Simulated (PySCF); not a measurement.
# CClF3 (SMILES FC(F)(F)Cl): levels of theory compared

Wanted: a comparison of 6 runs (BLYP/def2-SVPD, PBE/def2-SVPD, SVWN5/def2-SVPD, TPSS/def2-SVPD, revPBE/def2-SVPD, CCSD(T)/def2-SVPD) of CClF3. 

The results are computed with PySCF 2.14.0.

1 further run of the same task is left out (set aside as unsound or not needed).

### Step 1. The structure to begin with

CClF3: 5 atoms, total charge 0, spin state singlet. SMILES: `FC(F)(F)Cl`. The C2–Cl5 distance was set to 3.160 Å, away from the relaxed value. At this shape a bond of the SMILES string is far longer than usual.

Bond lengths: F1–C2 1.322 Å, C2–F3 1.322 Å, C2–F4 1.322 Å. Angles: F1–C2–F3 108.7°, F1–C2–F4 108.7°, F3–C2–F4 108.7°.

### Step 2. The energy at BLYP/def2-SVPD (run 1)

Contents of run.py:

```python
from pyscf import gto, dft

mol = gto.M(
    atom='''
F       -0.009092      -1.217498       1.953359
C       -0.224992      -1.319098       0.653359
F       -1.472392      -1.711198       0.460159
F        0.588908      -2.235598       0.158759
Cl       0.276300       1.463300      -0.758000
''',
    verbose=3,
    spin=0,
    max_memory=1860,
    basis='def2-svpd',
)

mf = dft.RKS(mol)
mf.xc = 'blyp'
mf.grids.level = 5
mf.conv_tol = 1e-10
mf.kernel()
if not mf.converged:
    mf = mf.newton().run(mf.mo_coeff, mf.mo_occ)

etot = mf.e_tot
print('E(%s) = %.9f' % ('BLYP', etot))
```

Run with:

```console
OMP_NUM_THREADS=1 python run.py
```

The log of the run:

```text
SCF not converged.
SCF energy = -797.31943382211
converged SCF energy = -797.31943382373
E(BLYP) = -797.319433824
```

Wall time 40 s (1 thread of Intel Xeon at 2.70GHz, shared host); peak memory 0.73 GiB.

### Step 3. The energy at PBE/def2-SVPD (run 2)

Contents of start.xyz:

```xyz
5

F     -0.009092    -1.217498     1.953359
C     -0.224992    -1.319098     0.653359
F     -1.472392    -1.711198     0.460159
F      0.588908    -2.235598     0.158759
Cl     0.276300     1.463300    -0.758000
```

Contents of run.py:

```python
from pyscf import gto, dft

molecule = gto.M(
    atom='start.xyz',
    max_memory=1860,
    basis='def2-svpd',
    verbose=4,
)

mf = dft.RKS(molecule, xc='pbe')
mf.grids.level = 5
mf.conv_tol = 1e-10
mf.kernel()
if not mf.converged:
    mf = mf.newton().run(mf.mo_coeff, mf.mo_occ)

e_tot = mf.e_tot
print('Final energy', e_tot)
```

Run with:

```console
OMP_NUM_THREADS=1 python run.py
```

The log of the run:

```text
PySCF version 2.14.0

[... 61 lines left out ...]
WARN: HOMO -0.204178040923024 == LUMO -0.204178023836845
[... 28 lines left out ...]
converged SCF energy = -796.839072248708
Final energy -796.8390722487078
```

It took 29 s on 1 thread of Intel Xeon at 2.70GHz, shared host; peak memory 0.63 GiB.

Runs 3 to 4 aren't shown in full; the table further down has their settings and results.

### Step 4. A single-point energy at revPBE/def2-SVPD (run 5)

Contents of input.xyz:

```xyz
5
CClF3
F     -0.009092    -1.217498     1.953359
C     -0.224992    -1.319098     0.653359
F     -1.472392    -1.711198     0.460159
F      0.588908    -2.235598     0.158759
Cl     0.276300     1.463300    -0.758000
```

Contents of calc.py:

```python
from pyscf import gto, dft

mol = gto.M(
    atom='input.xyz',
    spin=0,
    basis='def2-svpd',
    verbose=3,
    max_memory=1860,
)

myscf = dft.RKS(mol)
myscf.xc = 'revpbe'
myscf.conv_tol = 1e-10
myscf.grids.level = 5
myscf.kernel()
if not myscf.converged:
    myscf = myscf.newton().run(myscf.mo_coeff, myscf.mo_occ)

etot = myscf.e_tot
print('E = %.10f Eh' % etot)
```

Run with:

```console
OMP_NUM_THREADS=1 python calc.py
```

The log of the run:

```text
converged SCF energy = -797.156120491703
E = -797.1561204917 Eh
```

Wall time 30 s (1 thread of Intel Xeon at 2.70GHz, shared host); peak memory 0.63 GiB.

### Step 5. The energy at CCSD(T)/def2-SVPD (run 6)

Contents of job.py:

```python
from pyscf import gto, cc

system = gto.Mole()
system.atom = '''
F     -0.017181    -2.300738     3.691314
C     -0.425173    -2.492734     1.234670
F     -2.782418    -3.233696     0.869574
F      1.112875    -4.224668     0.300011
Cl     0.522131     2.765236    -1.432412
'''
system.unit = 'bohr'
system.max_memory = 1860
system.basis = 'def2-svpd'
system.verbose = 3
system.build()

mf = system.RHF()
mf.conv_tol = 1e-10
mf.kernel()
if not mf.converged:
    mf = mf.newton().run(mf.mo_coeff, mf.mo_occ)

mycc = cc.CCSD(mf, frozen=9)
mycc.kernel()
e_t = mycc.ccsd_t()
e_tot = mycc.e_tot + e_t
print('E(%s) = %.9f' % ('CCSD(T)', e_tot))
```

Run with:

```console
OMP_NUM_THREADS=1 python job.py
```

The log of the run:

```text
converged SCF energy = -795.099055876511
E(CCSD) = -796.0244188739986  E_corr = -0.9253629974871429
CCSD(T) correction = -0.047208087806966
E(CCSD(T)) = -796.071626962
```

Wall time 2.1 min (1 thread of Intel Xeon at 2.70GHz, shared host); peak memory 1.1 GiB.

### Step 6. All runs side by side

| run | level | integration grid | frozen core orbitals | energy (Eh) | dipole moment (D) of the reference | HOMO energy (eV) | LUMO energy (eV) | wall time |
| --- | --- | --- | --- | --- | --- | --- | --- | --- |
| 1 | BLYP/def2-SVPD | 5 | – | -797.319434 | 3.29 | -7.09 | -6.82 | 40 s |
| 2 | PBE/def2-SVPD | 5 | – | -796.839072 | 3.48 | -7.18 | -6.91 | 29 s |
| 3 | SVWN5/def2-SVPD | 5 | – | -793.636843 | 3.34 | -7.32 | -7.09 | 14 s |
| 4 | TPSS/def2-SVPD | 5 | – | -797.386038 | 3.53 | -7.33 | -6.94 | 50 s |
| 5 | revPBE/def2-SVPD | 5 | – | -797.156120 | 3.55 | -7.14 | -6.85 | 30 s |
| 6 | CCSD(T)/def2-SVPD | – | 9 | -796.071627 | 4.14 | -11.01 | -3.50 | 2.1 min |

### Step 7. What came out

```
                                          quantity          value
                               run 6: total energy  -796.07163 Eh
       run 6: dipole moment (Hartree–Fock density)         4.14 D
        run 6: HOMO energy (Hartree–Fock orbitals)      -11.01 eV
        run 6: LUMO energy (Hartree–Fock orbitals)       -3.50 eV
      run 6: HOMO–LUMO gap (Hartree–Fock orbitals)        7.52 eV
run 6: correlation energy (9 core orbitals frozen)     -972.6 mEh
                             run 6: (T) correction     -47.21 mEh
                              run 6: T1 diagnostic          0.032
```

What this shows: Over runs 1, 2, 3, 4, 5 the dipole moment (its size) runs from 3.29 D (BLYP/def2-SVPD) to 3.55 D (revPBE/def2-SVPD). Over runs 1, 2, 3, 4, 5 the HOMO–LUMO gap runs from 0.23 eV (SVWN5/def2-SVPD) to 0.39 eV (TPSS/def2-SVPD). Totals of different functionals can't be ranked against each other. In run 6 the T1 diagnostic is large, so a single reference may not serve. In runs 1, 2, 3, 4, 5, 6 a closed-shell determinant meets a far-stretched bond, which it describes badly. All runs together took 4.8 min, the longest 2.1 min.
